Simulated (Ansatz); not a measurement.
Z-matrix (Å, degrees):
```
C
C 1 1.493
H 1 1.092 2 110.5
H 1 1.091 2 111.0 3 120.2
H 1 1.093 2 110.2 3 -119.3
O 2 1.446 1 116.8 3 -74.4
C 2 1.451 1 123.5 3 -140.7
H 2 1.088 1 116.9 3 63.0
F 7 1.353 2 119.6 1 -153.0
H 7 1.088 2 123.9 1 -3.0
```

Charge 0, multiplicity 1.

(1) List the PBE/def2-TZVPP orbital energies in eV (Ansatz). (Best estimate.)

Answers

(1) Ansatz gave: Occupied: -660.12, -511.04, -272.32, -270.71, -269.18, -30.63, -27.57, -18.92, -16.40, -15.39, -13.50, -12.65, -11.55, -10.77, -10.42, -9.81, -9.61, -8.74, -7.25, -6.88. Lowest empty: 0.65, 1.13, 1.38, 1.84, 1.92, 2.05, 2.50, 3.01.
